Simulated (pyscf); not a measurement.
H₃C–Zr(Cl)(Cl)–Cl + hydrogen (H₂) → methane (CH₄) + Cl–ZrH(Cl)–Cl (four-centre exchange; singlet surface; C–Zr, H–H broken, C–H, H–Zr formed). PySCF, gas phase, ωB97X-D3(BJ)/def2-SVP geometries. Energies in kcal/mol from the separated reactants.

```csv
level,barrier,reaction energy
ωB97X-D3(BJ)/def2-TZVP,20.2,-1.4
PBE/def2-TZVP,16.8,-3.2
B3LYP-D3(BJ)/def2-TZVP,20.6,-3.0
PBE0-D3(BJ)/def2-TZVP,16.9,-2.8
ωB97M-D3(BJ)/def2-TZVP,___,-4.2
HF/def2-TZVP,___,___
```

**Question.** Fill in the missing entries.

**Answer.** 
- ωB97M-D3(BJ)/def2-TZVP, barrier: 20.8
- HF/def2-TZVP, barrier: 35.0
- HF/def2-TZVP, reaction energy: -10.2

The functionals in the table span 4.0 kcal/mol in this barrier, from PBE to ωB97M-D3(BJ)/def2-TZVP. At the saddle there is also a short H–Zr contact that neither side keeps. This is the saddle that the search found; another between the same sides may lie lower. Elements past Kr carry the def2 core potentials, without spin-orbit coupling.
